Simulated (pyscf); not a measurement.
# Four-centre exchange: F–N(F)–F + F–SiH₃ -> F–SiH₂–F + F–NH–F

Gas phase, singlet surface, charge 0. Bonds broken: F1–N2, Si6–H7. Bonds formed: F1–Si6, N2–H7. Structures and frequencies: ωB97X-D3(BJ)/def2-SVP in PySCF.

Transition state (Å):

```xyz
9

F      0.3052    -0.1629     0.1854
N     -1.5617    -1.0742     0.3355
F     -1.0060    -1.9091     1.1665
F     -1.4429    -1.6220    -0.8297
F     -0.2493     0.4269    -2.1831
Si    -0.1539     1.2520    -0.7732
H     -1.5116     1.0069    -0.0210
H     -0.7557     2.6060    -1.1665
H      1.2167     1.7781    -0.4733
```

One imaginary mode, 691i cm⁻¹; descent along it reached the two sides named.

| bond | change | reactant side (Å) | saddle | product side |
|---|---|---|---|---|
| F1–N2 | breaks | 1.367 | 2.083 | 2.9 |
| Si6–H7 | breaks | 1.486 | 1.571 | 3.2 |
| F1–Si6 | forms | 3.1 | 1.770 | 1.631 |
| N2–H7 | forms | 3.4 | 2.112 | 1.036 |

Electronic energies relative to the separated reactants (kJ/mol):

```json
[
 {"level": "ωB97X-D3(BJ)/def2-TZVP", "barrier": "256.3", "reaction energy": "-335.3"},
 {"level": "PBE/def2-TZVP", "barrier": "137.8", "reaction energy": "-310.8"},
 {"level": "r²SCAN/def2-TZVP", "barrier": "150.0", "reaction energy": "-326.5"},
 {"level": "B3LYP-D3(BJ)/def2-TZVP", "barrier": "189.9", "reaction energy": "-339.9"},
 {"level": "PBE0-D3(BJ)/def2-TZVP", "barrier": "204.3", "reaction energy": "-330.3"},
 {"level": "M06-2X/def2-TZVP", "barrier": "251.6", "reaction energy": "-354.0"},
 {"level": "ωB97M-D3(BJ)/def2-TZVP", "barrier": "244.6", "reaction energy": "-342.1"},
 {"level": "HF/def2-TZVP", "barrier": "395.5", "reaction energy": "-373.1"}
]
```

With ωB97M-D3(BJ)/def2-TZVP energies and thermal terms (ideal gas, 1 atm, RRHO with modes under 100 cm⁻¹ raised to 100, one conformer, R ln 2 for rigid chiral ones), in kJ/mol:

```json
[
 {"T (K)": "298", "ΔH‡": "240.3", "ΔG‡": "283.0", "ΔH": "-329.8", "ΔG": "-334.9"},
 {"T (K)": "600", "ΔH‡": "243.8", "ΔG‡": "324.8", "ΔH": "-331.0", "ΔG": "-339.6"},
 {"T (K)": "900", "ΔH‡": "247.3", "ΔG‡": "364.5", "ΔH": "-332.4", "ΔG": "-343.5"},
 {"T (K)": "1200", "ΔH‡": "250.6", "ΔG‡": "403.1", "ΔH": "-333.8", "ΔG": "-347.0"}
]
```

One saddle was located; it need not be the lowest between these sides. A restricted solution here is unstable towards spin polarisation, so biradical character is likely and single-reference numbers are less safe.
